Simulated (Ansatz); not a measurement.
Species: CHOS, charge 1, singlet. CHOS+ (SMILES O=C=[SH+]).
B3LYP-D3(BJ)/def2-TZVP minimum from Ansatz (a quantum-chemistry and plane-wave program):
```xyz
4

O      0.3696     0.6925    -1.5532
C      0.1278     0.2560    -0.5478
S     -0.1936    -0.4855     0.8930
H     -0.6258     0.6926     1.4247
```
Charge +1, spin multiplicity 1.

Total energies in cc-pV(T+d)Z, 16 correlated electrons, 7 frozen orbitals. UHF or UKS for unpaired electrons; spin-orbit terms are left out. Cores are frozen in correlated methods. No relativity.

```csv
method,program,energy (Eh),minus CCSDT(Q) (mEh)
HF,Ansatz,-510.59310,579.58
MP2,Ansatz,-511.12999,42.69
CCSD,Ansatz,-511.14154,31.13
CCSD(T),Ansatz,-511.17004,2.64
CCSDT(Q),Ansatz,-511.17268,0.00
```

Rough core times of Ansatz's runs on a shared machine: CCSD(T) under 20 s, CCSDT(Q) 10 min.
